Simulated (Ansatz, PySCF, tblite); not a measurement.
Bond stretch in Li2, singlet.

Methods: UKS-B3LYP/6-31G* = unrestricted B3LYP/6-31G*, spherical d run with PySCF 2.14.0; RHF/6-31G* = restricted Hartree-Fock/6-31G*, spherical d run with PySCF; GFN2-xTB, 300 K electronic temperature (tblite); FCI = Ansatz (a program for electronic structure) with full CI/aug-cc-pVQZ, frozen core.

Energies relative to the lowest point of each curve near equilibrium, in kcal/mol; the last columns give the difference from FCI:

| R / Å | UKS-B3LYP/6-31G* | RHF/6-31G* | GFN2-xTB | FCI | UKS-B3LYP/6-31G* − FCI | RHF/6-31G* − FCI | GFN2-xTB − FCI |
|---|---|---|---|---|---|---|---|
| 2.07 | 12.0 | 15.3 | 1.2 | 11.0 | 1.0 | 4.2 | -9.8 |
| 2.19 | 7.4 | 9.9 | 0.1 | 6.6 | 0.7 | 3.3 | -6.5 |
| 2.38 | 2.7 | 4.2 | 0.0 | 2.3 | 0.4 | 1.9 | -2.3 |
| 2.46 | 1.5 | 2.6 | 0.4 | 1.2 | 0.3 | 1.4 | -0.8 |
| 2.62 | 0.2 | 0.7 | 1.8 | 0.1 | 0.1 | 0.6 | 1.7 |
| 2.69 | 0.0 | 0.2 | 2.7 | 0.0 | 0.0 | 0.2 | 2.7 |
| 2.74 | 0.0 | 0.1 | 3.4 | 0.0 | 0.0 | 0.0 | 3.3 |
| 2.85 | 0.2 | 0.0 | 5.1 | 0.4 | -0.1 | -0.4 | 4.7 |
| 2.92 | 0.6 | 0.2 | 6.3 | 0.7 | -0.2 | -0.6 | 5.5 |
| 3.00 | 1.1 | 0.5 | 7.7 | 1.3 | -0.2 | -0.8 | 6.4 |
| 3.15 | 2.3 | 1.6 | 10.5 | 2.7 | -0.3 | -1.1 | 7.8 |
| 3.47 | 5.8 | 5.0 | 14.6 | 6.2 | -0.4 | -1.2 | 8.4 |
| 3.73 | 9.0 | 8.4 | 20.1 | 9.4 | -0.4 | -0.9 | 10.7 |
| 4.10 | 12.7 | 13.7 | 28.3 | 13.5 | -0.8 | 0.2 | 14.8 |
| 4.61 | 16.2 | 20.9 | 39.6 | 18.0 | -1.8 | 2.9 | 21.6 |
| 4.94 | 17.6 | 25.3 | 46.4 | 20.0 | -2.4 | 5.3 | 26.4 |
| 5.37 | 18.8 | 30.5 | 54.5 | 21.7 | -2.9 | 8.8 | 32.8 |
| 6.03 | 19.6 | 37.4 | 64.4 | 23.0 | -3.4 | 14.3 | 41.3 |
| 6.82 | 20.0 | 43.9 | 72.3 | 23.7 | -3.7 | 20.3 | 48.7 |
| 7.35 | 20.1 | 47.5 | 75.9 | 23.8 | -3.7 | 23.6 | 52.0 |
| 8.22 | 20.2 | 52.0 | — | 24.0 | -3.8 | 28.1 | — |

UKS-B3LYP/6-31G* is furthest from FCI at 8.22 (-3.8 kcal/mol, below); its mean absolute difference over the points is 1.3 kcal/mol.

RHF/6-31G* is furthest from FCI at 8.22 (28.1 kcal/mol, above); its mean absolute difference over the points is 5.7 kcal/mol.

GFN2-xTB is furthest from FCI at 7.35 (52.0 kcal/mol, above); its mean absolute difference over the points is 15.4 kcal/mol.

Dashes: no converged value, or the column stops at the first point that the program doubted or that broke a chosen test of continuity, which isn't proof of a fault.

The unrestricted determinant behind UKS-B3LYP/6-31G* is spin-contaminated at 3.73 to 8.22 Å (<S²> up to 1.0, against 0.00 for a pure singlet). The restricted form behind RHF/6-31G* keeps the bonding electrons paired and can't separate into open-shell fragments.
